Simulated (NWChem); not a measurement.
System: acetonitrile (C₂H₃N); SMILES CC#N

Input file for NWChem:

```
start job
memory heap 200 mb stack 900 mb global 1100 mb
geometry units angstroms noautosym nocenter noautoz
  C      0.000000     0.000000    -1.162534
  C      0.000000     0.000000     0.290673
  N      0.000000     0.000000     1.447563
  H      1.019593     0.155513    -1.542979
  H     -0.375118    -0.960750    -1.542979
  H     -0.644475     0.805237    -1.542979
end
basis spherical
  * library def2-svp
end
dft
  xc xpbe96 cpbe96
  iterations 150
end
cosmo
  do_cosmo_smd true
  solvent etoac
end
task dft energy
```

Excerpt of the output:

```
             Northwest Computational Chemistry Package (NWChem) 7.3.0
             --------------------------------------------------------

                             Geometry "geometry" -> ""
                             -------------------------

 Output coordinates in angstroms (scale by  1.889725989 to convert to a.u.)

  No.       Tag          Charge          X              Y              Z
 ---- ---------------- ---------- -------------- -------------- --------------
    1 C                    6.0000     0.00000000     0.00000000    -1.16253400
    2 C                    6.0000     0.00000000     0.00000000     0.29067300
    3 N                    7.0000     0.00000000     0.00000000     1.44756300
    4 H                    1.0000     1.01959300     0.15551300    -1.54297900
    5 H                    1.0000    -0.37511800    -0.96075000    -1.54297900
    6 H                    1.0000    -0.64447500     0.80523700    -1.54297900

 Effective nuclear repulsion energy (a.u.)      58.4295723247

  pbe96 is a nonlocal functional; adding pw91lda local functional.

                                 NWChem DFT Module
                                 -----------------

 Summary of "ao basis" -> "ao basis" (spherical)
 ------------------------------------------------------------------------------
       Tag                 Description            Shells   Functions and Types
 ---------------- ------------------------------  ------  ---------------------
 C                          def2-svp                 6       14   3s2p1d
 N                          def2-svp                 6       14   3s2p1d
 H                          def2-svp                 3        5   2s1p

 in cosmo_initialize ...
 calling solv_data for solv:etoac

 solvent parameters
 solvname_short: etoac
 solvname_long:  ethyl acetate
 dielec:        5.9867
 dielecinf:     1.8832
 nonaqueous SMD model solvent descriptors
 dielec:        5.9867
 sola:          0.0000
 solb:          0.4500
 solc:          0.0000
 solg:         33.6700
 solh:          0.0000
 soln:          1.3723

          ---------------
          -cosmo- solvent
          ---------------
 Cosmo: York-Karplus, doi: 10.1021/jp992097l
 dielectric constant -eps-     =   5.99
 screen = (eps-1)/(eps    )    =   0.83296
 surface charge correction     = lagrangian

   van der Waals surface
 --------------------------

[...]

                                COSMO-SMD solvation results
                                ---------------------------

             internal energy in gas <Psi(g)|H|Psi(g)> =      -132.483530402585
         internal energy in solvent <Psi(s)|H|Psi(s)> =      -132.481667281770
                               delta internal energy  =         0.001863120815 (    1.17 kcal/mol)
   total free energy in solvent <Psi(s)|H+V/2|Psi(s)> =      -132.492467066088
 polarization energy contribution <Psi(s)|V/2|Psi(s)> =        -0.010799784318 (   -6.78 kcal/mol)
    total free energy in solvent including G(SMD-CDS) =      -132.491194599717
                       G(SMD-CDS) energy contribution =         0.001272466371 (    0.80 kcal/mol)
     1 M fixed-concentration free energy of solvation =        -0.007664197132 (   -4.81 kcal/mol)

                       DFT Final Molecular Orbital Analysis
                       ------------------------------------

 Vector    9  Occ=2.000000D+00  E=-3.126537D-01
              MO Center=  2.1D-05, -5.6D-06,  1.6D+00, r^2= 9.7D-01
   Bfn.  Coefficient  Atom+Function         Bfn.  Coefficient  Atom+Function
  ----- ------------  ---------------      ----- ------------  ---------------
    34      0.488017  3 N  pz                31     -0.350089  3 N  s
    30     -0.302830  3 N  s                 37     -0.283284  3 N  pz
    20      0.259238  2 C  pz                16      0.169561  2 C  s
    29     -0.147215  3 N  s                  3     -0.127647  1 C  s
     6     -0.123735  1 C  pz                 9     -0.091293  1 C  pz

 Vector   10  Occ=2.000000D+00  E=-2.938433D-01
              MO Center=  3.3D-02, -3.8D-02,  5.9D-01, r^2= 1.9D+00
   Bfn.  Coefficient  Atom+Function         Bfn.  Coefficient  Atom+Function
  ----- ------------  ---------------      ----- ------------  ---------------
    32      0.354111  3 N  px                18     -0.287216  2 C  px
    33      0.270209  3 N  py                19     -0.219163  2 C  py
    35     -0.212500  3 N  px                21     -0.165961  2 C  px
    36     -0.162144  3 N  py                43      0.160642  4 H  s
    48     -0.156404  5 H  s                  4      0.145276  1 C  px

 Vector   11  Occ=2.000000D+00  E=-2.938293D-01
              MO Center= -3.3D-02,  3.8D-02,  5.9D-01, r^2= 1.9D+00
   Bfn.  Coefficient  Atom+Function         Bfn.  Coefficient  Atom+Function
  ----- ------------  ---------------      ----- ------------  ---------------
    33      0.354099  3 N  py                19     -0.287168  2 C  py
    32     -0.270199  3 N  px                18      0.219128  2 C  px
    36     -0.212500  3 N  py                53      0.183106  6 H  s
    22     -0.165939  2 C  py                35      0.162152  3 N  px
     5      0.145370  1 C  py                21      0.126617  2 C  px

 Vector   12  Occ=0.000000D+00  E= 3.630097D-04
              MO Center=  5.7D-02, -4.6D-02,  3.8D-01, r^2= 2.4D+00
   Bfn.  Coefficient  Atom+Function         Bfn.  Coefficient  Atom+Function
  ----- ------------  ---------------      ----- ------------  ---------------
    44      0.464157  4 H  s                 21     -0.443194  2 C  px
    35      0.439587  3 N  px                49     -0.410022  5 H  s
    18     -0.407737  2 C  px                32     -0.370693  3 N  px
    22     -0.283174  2 C  py                36      0.280861  3 N  py
    19     -0.260510  2 C  py                33     -0.236838  3 N  py

[...]
```

Level: PBE/def2-SVP, SMD on the gas-phase geometry. All runs use the structure optimised with PBE0/def2-SVP. Solvent: ethyl acetate.
